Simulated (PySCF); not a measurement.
# AlNH3S (SMILES [NH2][Al][SH]): a first try and a second

Aim: a geometry optimisation of AlNH3S at UHF/CRENBL (core potential).

The results are computed with PySCF 2.14.0.

6 further runs of the same task are left out: 4 that didn't finish, 2 set aside as unsound or not needed.

## 1. The structure to begin with

AlNH3S: 6 atoms, total charge 0, spin state doublet. As SMILES, `[NH2][Al][SH]`. All atoms were displaced at random from a relaxed shape. The run starts from this shape.

Bond lengths: N1–Al2 1.765 Å, Al2–S3 2.134 Å, N1–H4 1.070 Å, N1–H5 1.035 Å, S3–H6 1.379 Å. Angles: N1–Al2–S3 116.2°, Al2–N1–H4 120.9°, Al2–N1–H5 123.8°, Al2–S3–H6 89.8°, H4–N1–H5 115.2°.

## 2. First attempt

The input, run.py:

```python
from pyscf import gto, scf
from pyscf.geomopt.geometric_solver import kernel as optimise

mol = gto.M(
    atom=[
    ('N', (-0.907323, 0.209005, -0.953548)),
    ('Al', (0.186538, -0.747280, 0.047994)),
    ('S', (1.316386, 0.330110, 1.503552)),
    ('H', (-0.940882, 1.275311, -0.867264)),
    ('H', (-1.592578, -0.202003, -1.612124)),
    ('H', (1.946436, -0.839250, 1.874641)),
],
    verbose=3,
    max_memory=1860,
    basis='crenbl',
    spin=2,
    ecp={'N': 'crenbl', 'Al': 'crenbl', 'S': 'crenbl'},
    charge=0,
)

mf = scf.UHF(mol)
converged, mol_eq = optimise(mf, maxsteps=30, convergence_set='GAU_LOOSE', coordsys='hdlc')
print('converged:', converged)
print(mol_eq.tostring())

mf.reset(mol_eq)
mol = mol_eq
mf.kernel()
if not mf.converged:
    mf = mf.newton().run(mf.mo_coeff, mf.mo_occ)
e_tot = mf.e_tot
print('Final energy', e_tot)
mf.analyze()
```

The run is started by

```bash
OMP_NUM_THREADS=1 python run.py
```

The log of the run:

```text
RuntimeError: Electron number 17 and spin 2 are not consistent
Note mol.spin = 2S = Nalpha - Nbeta, not 2S+1
```

Wall time 0.68 s (1 thread of Arm Neoverse V1, shared host); peak memory 0.12 GiB.

## 3. Reading the log

The program refused the input.

The log says `RuntimeError: Electron number 17 and spin 2 are not consistent`. The fault: the electron count doesn't fit the spin or reference typed: an even count needs an odd multiplicity, an odd count an even one. To mend it: multiplicity 2 in place of 3.

## 4. Try two

The input, job.py:

```python
from pyscf import gto, scf
from pyscf.geomopt.geometric_solver import kernel as optimise

mol = gto.M(
    atom=[
    ('N', (-0.907323, 0.209005, -0.953548)),
    ('Al', (0.186538, -0.747280, 0.047994)),
    ('S', (1.316386, 0.330110, 1.503552)),
    ('H', (-0.940882, 1.275311, -0.867264)),
    ('H', (-1.592578, -0.202003, -1.612124)),
    ('H', (1.946436, -0.839250, 1.874641)),
],
    ecp={'N': 'crenbl', 'Al': 'crenbl', 'S': 'crenbl'},
    spin=1,
    basis='crenbl',
    verbose=3,
    max_memory=1860,
)

mf = scf.UHF(mol)
mf.conv_tol = 1e-05
converged, mol_eq = optimise(mf, maxsteps=100, convergence_set='GAU_LOOSE', coordsys='hdlc')
print('converged:', converged)
print(mol_eq.tostring())

mf.reset(mol_eq)
mol = mol_eq
mf.kernel()
if not mf.converged:
    mf = mf.newton().run(mf.mo_coeff, mf.mo_occ)
etot = mf.e_tot
print(f'total energy: {etot:.8f} hartree')
mf.analyze()
```

The run is started by

```bash
OMP_NUM_THREADS=1 python job.py
```

The log of the run:

```text
convergence_set           GAU_LOOSE
coordsys                  hdlc
maxiter                   100
----------------------------------------------------------
Custom engine selected.
Bonds will be generated from interatomic distances less than 1.20 times sum of covalent radii
18 internal coordinates being used (instead of 18 Cartesians)
Internal coordinate system (atoms numbered from 1):
Distance 1-2
Distance 1-4
Distance 1-5
Distance 2-3
Distance 3-6
Angle 2-1-5
Angle 4-1-5
Angle 1-2-3
Angle 2-3-6
Out-of-Plane 1-2-4-5
Dihedral 4-1-2-3
Dihedral 5-1-2-3
Dihedral 1-2-3-6
Cartesian-X 1
Cartesian-X 2
Cartesian-X 3
Cartesian-X 4
Cartesian-X 5
Cartesian-X 6
Cartesian-Y 1
Cartesian-Y 2
Cartesian-Y 3
Cartesian-Y 4
Cartesian-Y 5
Cartesian-Y 6
Cartesian-Z 1
Cartesian-Z 2
Cartesian-Z 3
Cartesian-Z 4
Cartesian-Z 5
Cartesian-Z 6
> ===== Optimization Info: ====
> Job type: Energy minimization
> Maximum number of optimization cycles: 100
> Initial / maximum trust radius (Angstrom): 0.100 / 0.300
> Convergence Criteria:
> Will converge when all 5 criteria are reached:
>  |Delta-E| < 1.00e-06
>  RMS-Grad  < 1.70e-03
>  Max-Grad  < 2.50e-03
>  RMS-Disp  < 6.70e-03
>  Max-Disp  < 1.00e-02
> === End Optimization Info ===

[... 10 lines left out ...]
WARN: Mole.unit (angstrom) is changed to Bohr
[... 12 lines left out ...]
Step    0 : Gradient = 4.185e-02/5.484e-02 (rms/max) Energy = -23.3071061435
[... 34 lines left out ...]
converged SCF energy = -23.3225903442506  <S^2> = 0.75444983  2S+1 = 2.0044449
[... 45 lines left out ...]
converged SCF energy = -23.323264800429  <S^2> = 0.7548869  2S+1 = 2.0048809
[... 45 lines left out ...]
converged SCF energy = -23.3233353182423  <S^2> = 0.75486881  2S+1 = 2.0048629
[... 45 lines left out ...]
converged SCF energy = -23.3233610777448  <S^2> = 0.75481806  2S+1 = 2.0048123
[... 45 lines left out ...]
converged SCF energy = -23.323365894358  <S^2> = 0.75482941  2S+1 = 2.0048236
[... 14 lines left out ...]
converged: True
[... 7 lines left out ...]
converged SCF energy = -23.3233656844413  <S^2> = 0.75479628  2S+1 = 2.0047905
total energy: -23.32336568 hartree
**** MO energy ****
                             alpha | beta                alpha | beta
MO #1   energy= -1.12184631652191  | -1.11784958447386  occ= 1 | 1
MO #2   energy= -0.953574894096632 | -0.940427314621204 occ= 1 | 1
MO #3   energy= -0.651906773363451 | -0.648701761999643 occ= 1 | 1
[... 56 lines of this table left out ...]
MO #60  energy= 199.418724638194   | 199.418852510954   occ= 0 | 0

To work with the spin densities directly, `use mulliken_meta_spin()` only printing them here.

 ** Mulliken spin pop alpha/beta on meta-lowdin orthogonal AOs **
 ** Mulliken Spin Density (per atom)  **
spin density of  0 N =      0.05547
spin density of  1 Al =      0.75966
spin density of  2 S =      0.18077
spin density of  3 H =      0.00966
spin density of  4 H =     -0.00173
spin density of  5 H =     -0.00384
 ** Mulliken pop alpha/beta on meta-lowdin orthogonal AOs **
 ** Mulliken atomic charges   ( Nelec_alpha | Nelec_beta ) **
charge of  0N =     -1.05496  (     3.05521      2.99975 )
charge of  1Al =      0.76513  (     1.49726      0.73760 )
charge of  2S =      0.22893  (     2.97592      2.79515 )
charge of  3H =      0.22088  (     0.39439      0.38473 )
charge of  4H =      0.22155  (     0.38836      0.39009 )
charge of  5H =     -0.38153  (     0.68885      0.69269 )
Dipole moment(X, Y, Z, Debye): -1.30733, -2.28184, -1.74275
```

It took 14 s on 1 thread of Arm Neoverse V1, shared host; peak memory 0.15 GiB.

The path in brief:

| step | energy from the first frame kept (eV) | largest force (eV/Å) |
| --- | --- | --- |
| 0 | 0.0000 | 2.8199 |
| 1 | -0.3661 | 0.8272 |
| 2 | -0.4213 | 0.3008 |
| 3 | -0.4382 | 0.1129 |
| 4 | -0.4397 | 0.0903 |
| 5 | -0.4409 | 0.0352 |
| 6 | -0.4416 | 0.0321 |
| 7 | -0.4421 | 0.0467 |
| 8 | -0.4423 | 0.0325 |
| 9 | -0.4424 | 0.0088 |
| 10 | -0.4425 | 0.0042 |

After the run. Bond lengths: N1–Al2 1.770 Å, Al2–S3 2.299 Å, N1–H4 1.002 Å, N1–H5 1.000 Å, S3–H6 1.347 Å. Angles: N1–Al2–S3 113.3°, Al2–N1–H4 124.3°, Al2–N1–H5 125.0°, Al2–S3–H6 101.8°, H4–N1–H5 110.8°.

## 5. What came out

At UHF/CRENBL (core potential):

| quantity | value |
| --- | --- |
| total energy at the end | -23.32337 Eh |
| dipole moment | 3.15 D |
| HOMO energy (highest over α and β) | -8.59 eV |
| LUMO energy (lowest over α and β) | 0.34 eV |
| ⟨S²⟩ | 0.755 |

The optimisation took 10 steps and changed the energy by -0.442 eV.
